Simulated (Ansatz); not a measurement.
Take Pd in the fcc (Cu type) structure (space group Fm-3m, No. 225; a = 3.908 Å) as the base.

All numbers come from DFT with r2SCAN, PAW potentials and a 500 eV plane-wave cutoff in Ansatz (a program for electronic structure), spin-orbit coupling left out.

It is then changed as follows: Pt takes the place of Pd on all its sites, then cell and atoms are relaxed.

Measured lattice parameter a: Pd 3.876 Å (static lattice; corrected from measurement; as listed in Daniel Mejia-Rodriguez, S. B. Trickey, Phys. Rev. B (2018)); Pt 3.913 Å (static lattice; corrected from measurement; as listed in Daniel Mejia-Rodriguez, S. B. Trickey, Phys. Rev. B (2018)).

Task: How well does r2SCAN reproduce the measured shift?

Result: With r2SCAN the lattice parameter a moves by +0.032 Å (3.908 → 3.940) against +0.037 Å measured.

No phonon test of stability was made. The final runs are not spin-polarised. Pt lies near a magnetic instability that expansion can trigger; it was not tested. Pd has a high density of states at the Fermi level and may be magnetic at this level.
